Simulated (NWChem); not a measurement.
## Correlation energy of allene (C3H4)

```xyz
7

C      0.0000     0.0000     1.3078
C      0.0000     0.0000     0.0000
C      0.0000     0.0000    -1.3078
H      0.0000    -0.9368     1.8749
H      0.0000     0.9368     1.8749
H      0.9368     0.0000    -1.8749
H     -0.9368     0.0000    -1.8749
```
Charge 0, spin multiplicity 1.

Everything below was run with NWChem. All single points use one geometry, from PBE0/def2-SVP, a minimum by its harmonic frequencies.

Basis set: def2-SVP. Each correlation energy counts from its own Hartree-Fock reference.

```json
[
 {"method": "MP2", "correlation energy (mHa)": "-391.9", "difference from CCSD(T)": "+51.1"},
 {"method": "SCS-MP2", "correlation energy (mHa)": "-391.1", "difference from CCSD(T)": "+52.0"},
 {"method": "CR-CCSD[T]", "correlation energy (mHa)": "-439.7", "difference from CCSD(T)": "+3.3"},
 {"method": "CR-CCSD(T)", "correlation energy (mHa)": "-439.2", "difference from CCSD(T)": "+3.8"},
 {"method": "CCSD", "correlation energy (mHa)": "-426.5", "difference from CCSD(T)": "+16.5"},
 {"method": "CCSD+T(CCSD)", "correlation energy (mHa)": "-443.7", "difference from CCSD(T)": "-0.6"},
 {"method": "CCSD(T)", "correlation energy (mHa)": "-443.0", "difference from CCSD(T)": "0.0"}
]
```

The values span 52.6 mHa, from CCSD+T(CCSD) (lowest) to SCS-MP2 (highest). 

The correlated methods keep 3 core orbitals frozen. Differences from the coupled-cluster row are differences between methods, not errors against experiment.
